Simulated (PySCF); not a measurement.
# S3 ([S3]2-): the cost of one run

Computed with PySCF 2.14.0 and routines of our own; the level stands in each step. Atoms count from 0.

### Step 1. The system as given

3 atoms, charge -2, multiplicity 1; geometry from: GFN2-xTB.

### Step 2. Magnetic properties: GIAO KT3/def2-SVP

The job: settings as JSON, then the geometry in Å.

```
{"job": {"kind": "mag", "xc": "KT3", "basis": "def2-SVP"}, "charge": -2, "multiplicity": 1}
S      0.713590    -0.159090     1.564150
S     -0.405490     0.630300     0.067980
S     -0.308100    -0.471200    -1.632130
```

With the program's defaults for keys left out, this is: GIAO KT3/def2-SVP magnetisability, rotational g tensor and spin-rotation constants, non-relativistic, gas phase.

Command:

```console
$ OMP_NUM_THREADS=1 python excited_run.py task.json out
```

The driver reads the jobs from task.json and runs them one after another.

**Question.** How long does this first job take on 1 thread of Arm Neoverse V1, shared host, and how much memory does it need?

About 2.2 s, with a peak of 0.24 GiB.
